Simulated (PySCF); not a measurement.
## State search for MgF⁺

Unrestricted PBE0; basis Mg aug-pcseg-1, F aug-pcseg-1; no relativity; PySCF 2.14. Outer shells of the fragments: Mg+ 3s1; F 2s2 2p5.

Followed along the bond (rough minima from three points):

```
2Ms+1  unpaired  ⟨S²⟩ at the start  R at minimum (Å)  Te (eV)
    1      none               0.00              1.72     0.00
    3  σ ↑, π ↑               2.00  none in the scan   ≤ 3.96
```

Solutions found at the starting distance of 2.070 Å, counted from the lowest of them; the search is not exhaustive and high or unbound solutions are not listed, so other states can lie among these:

| 2Ms+1 | unpaired | term | E (eV) | ⟨S²⟩ | ⟨Lz²⟩ | μ (D) |
| --- | --- | --- | --- | --- | --- | --- |
| 1 | none | ¹Σ⁺ | 0.00 | 0.00 | 0.00 | -10.82 |
| 3 | σ ↑, π ↑ | ³Π | 3.13 | 2.00 | 1.00 | -2.32 |
| 1 | σ ↓, π ↑ | mixed | 3.17 | 1.00 | 1.00 | -2.25 |
| 3 | σ ↑↑ | ³Σ⁺ | 3.80 | 2.00 | 0.00 | -2.50 |
| 3 | π ↑↑ | mixed | 6.72 | 2.00 | 2.00 | -3.43 |
| 3 | π ↑↑ | mixed | 6.81 | 2.00 | 2.00 | -3.33 |
| 3 | σ ↑, π ↑ | ³Π | 7.55 | 2.00 | 1.00 | -3.43 |

A term symbol is given only where ⟨S²⟩ and ⟨Lz²⟩ are close to those of a pure state; real π, δ and φ orbitals otherwise mix terms. A positive dipole points towards F; it is taken about the centre of mass and depends on that origin.

Counting both spins, an empty level lies below a filled one in some of these solutions, because spin and occupation are held.
